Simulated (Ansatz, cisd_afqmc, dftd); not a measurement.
Reaction: PH3 (phosphane, SMILES P) → PH2 (SMILES [PH2], doublet) + H (doublet) (the H-P bond breaks)
Each species at its own B3LYP-D3(BJ)/def2-TZVP minimum (Ansatz, a quantum-chemistry and plane-wave program).

Wanted: bond dissociation energy (electronic), in kJ/mol. Radicals and triplets start from unrestricted determinants; spin-orbit coupling is neglected. Cores are frozen in correlated methods. Rows without X2C or -DK are non-relativistic. AFQMC is phaseless with a CISD trial state; ± is one standard error, without the phaseless bias. Outlying blocks are dropped, and bars are widened where a walk drifts. Over all cases where full CI ran beside it in this data, AFQMC minus full CI had a median of +0.1 mEh and passed +0.4 mEh in a tenth of the cases. CBS(X,Y): correlation extrapolated as X^-3, Hartree-Fock from the larger set (Q,5: extrapolated as (X+1)exp(-9√X)). A bracket is a step between two methods taken in the basis named. The functionals are non-relativistic, so their misses hold any scalar relativity. Double hybrids freeze cores in their MP2 part. 'core' is core correlation in cc-pwCVTZ (1s frozen past Ne), 'X2C' scalar relativity in cc-pVTZ-DK, both at CCSD(T). Where a partner has so few electrons that a lower coupled-cluster level is exact, that level stands in.

```csv
level,program,bond dissociation energy (kJ/mol),difference against the last row
B3LYP/def2-TZVPD,Ansatz,359.9,-6.7
wB97X-V/def2-TZVPD,Ansatz,366.0,-0.6
B2GP-PLYP-D3(BJ)/def2-TZVPD,Ansatz + dftd3,356.0,-10.6
CCSD(T)/cc-pV(Q+d)Z,Ansatz,364.1,-2.5
CCSDTQ/cc-pV(D+d)Z,Ansatz,344.7,-21.9
AFQMC/CISD/cc-pV(T+d)Z,cisd_afqmc,360.1 ± 0.4,-6.5
"CCSD(T)/CBS(cc-pV(Q+d)Z,cc-pV(5+d)Z) + [AFQMC/CISD - CCSD(T)]/cc-pV(T+d)Z + core + X2C",Ansatz + cisd_afqmc,367.4 ± 0.4,0.8
"CCSD(T)/CBS(cc-pV(Q+d)Z,cc-pV(5+d)Z) + [CCSDT(Q) - CCSD(T)]/cc-pV(Q+d)Z + [CCSDTQ - CCSDT(Q)]/cc-pV(D+d)Z + core + X2C",Ansatz,366.6,0.0
```
